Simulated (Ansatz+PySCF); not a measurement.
Values are calculated unless marked as measured or tabulated.
**Several solutions for doublet SH**

```yaml
atoms:
  - { symbol: S, position_ang: [0.0000, 0.0000, -0.0796] }
  - { symbol: H, position_ang: [0.0000, 0.0000, 1.2743] }
```

Basis set: def2-SVP (spherical functions). Charge 0, multiplicity 2.

CASSCF(3,3) was run from several starts with Ansatz (development build ahead of 0.2.0) and PySCF 2.14.0. The starts are those of the Hartree–Fock orbitals from which the active space was taken at the frontier.

```
run  program                        start  converged  energy (hartree)  <S²>
  A   Ansatz  search for the lowest state        yes        -397.97244  0.75
  B   Ansatz      stability test followed        yes        -397.96333  0.75
  C   Ansatz      atomic start, no search        yes        -397.96306  0.75
  D    PySCF             program defaults        yes        -397.96306  0.75
```

Which runs reached the lowest solution of this kind, and what is wrong with the others?

A reached the lowest solution found. Converged but too high: B by 0.25 eV, C by 0.26 eV, D by 0.26 eV. Convergence only shows a stationary point; in CASSCF the end hangs on which orbitals enter the active space. Caution: other starts end on other solutions of this active space.
